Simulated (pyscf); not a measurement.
H₂O (SMILES O) + [Cl–Ga–Cl]• (SMILES [Cl][Ga][Cl]) → HO–Ga(Cl)–Cl (SMILES [OH][Ga]([Cl])[Cl]) + H• (SMILES [H]) (substitution at O; doublet surface; H–O broken, Ga–O formed). Optimised with ωB97X-D3(BJ)/def2-SVP in PySCF. Energies in kJ/mol from the separated reactants.

```csv
level,barrier,reaction energy
ωB97X-D3(BJ)/def2-TZVP,(withheld),(withheld)
PBE/def2-TZVP,98.5,+90.7
r²SCAN/def2-TZVP,(withheld),+82.0
PBE0-D3(BJ)/def2-TZVP,114.9,+83.2
M06-2X/def2-TZVP,127.3,+76.7
ωB97M-D3(BJ)/def2-TZVP,136.5,+86.2
```

### Question
What belongs in the gaps?

### Answer

- ωB97X-D3(BJ)/def2-TZVP, barrier: 133.1
- ωB97X-D3(BJ)/def2-TZVP, reaction energy: +72.1
- r²SCAN/def2-TZVP, barrier: 97.6

The functionals in the table span 38.9 kJ/mol in this barrier, from r²SCAN to ωB97M-D3(BJ). On the reactant side the descent ends in an adduct with a Ga–O contact, 71.7 kJ/mol under the separated species and 204.7 kJ/mol under the saddle at ωB97X-D3(BJ)/def2-TZVP. What is counted as formed (Ga–O) is already present as a longer contact in the reactant adduct; forming that adduct is a step of its own. This is the saddle that the search found; another between the same sides may lie lower. The angle at the attacked O is 136°. Elements up to Kr have no core potential and no relativistic terms here.
